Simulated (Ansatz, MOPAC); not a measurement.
Molecule: CH$_{3}$S (charge -1, singlet). SMILES: C[S-]

Atoms: C1, S2, H3, H4, H5. Bonds: C1-S2, C1-H3, C1-H4, C1-H5.

Bond lengths (Å) and angles (degrees) optimised at AM1 with MOPAC; B3LYP/6-31G* with Ansatz (an electronic-structure program); MP2/6-31G* with Ansatz, each started from the B3LYP-D3(BJ)/def2-TZVP structure (Ansatz) of the last column. A row stands for all coordinates that are equal there. 6-31G* holds six Cartesian d functions. No wavenumbers were computed at MP2/6-31G*, so these may be saddle points.

```csv
coordinate,AM1,B3LYP/6-31G*,MP2/6-31G*,B3LYP-D3(BJ)/def2-TZVP
C1-S2,1.732,1.843,1.827,1.834
C1-H3,1.117,1.104,1.100,1.099
S2-C1-H3,111.4,112.6,112.6,112.3
H3-C1-H4,107.5,106.1,106.2,106.5
```

Mean signed difference of all 4 bond lengths from B3LYP-D3(BJ)/def2-TZVP: AM1 -0.013 Å, B3LYP/6-31G* 0.006 Å, MP2/6-31G* -0.001 Å.
